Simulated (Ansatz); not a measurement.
Basis-set extrapolation for C3H7FS, SMILES `CC(C)(F)S` (PBE0-D4/def2-TZVP geometry, frozen core, the Gaussian-basis code of Ansatz). Multiplicity 1, RHF reference.

```tsv
	def2-TZVPP	def2-QZVPP
HF	-614.748985	-614.770171
MP2 correlation	-0.952029	-1.025618
CCSD(T) correlation	-1.039415	not run
```

Energies in hartree. Use E(X) = E(∞) + A·exp(−7.88·√X) for Hartree–Fock and E(X) = E(∞) + B·X^(−2.97) for correlation, with X = 3 and 4, and add CCSD(T) minus MP2 of the smaller set to the MP2 limit.

Q: What is the CCSD(T) energy at the basis-set limit?

A: HF limit: -614.770171 + (-0.021186) × 0.13774 = -614.77309. MP2 limit: -1.025618 + (-0.073589) × 0.74074 = -1.08013. Higher-order term: -1.039415 − (-0.952029) = -0.08739. Total: -615.94061 hartree, 399.6 kJ/mol below CCSD(T)/def2-TZVPP.
